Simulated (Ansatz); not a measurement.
[B(CN)H3]- (CH₃BN⁻). Total charge -1; singlet. Geometry r2SCAN-D4/def2-TZVPD, basis def2-TZVPD, Ansatz.

```tsv
run	HOMO (eV)	LUMO (eV)
A	-4.23	4.13
B	-1.54	3.51
C	-2.81	3.84
D	-2.28	4.32
E	-1.85	3.55
F	-5.09	4.14
```

The runs used B97M-V, CAM-B3LYP, PBE, PBE0, r2SCANh, ωB97M-V. Estimate which is which.

A CAM-B3LYP (range-separated); B PBE (0 % exact exchange); C PBE0 (25 % exact exchange); D r2SCANh (10 % exact exchange); E B97M-V (0 % exact exchange); F ωB97M-V (range-separated). Exact exchange lowers occupied and raises empty levels; among semilocal functionals meta-GGAs tend to open the gap a little, and such runs are hard to tell apart. The gap grows from 5.05 eV (PBE) to 9.24 eV (ωB97M-V).
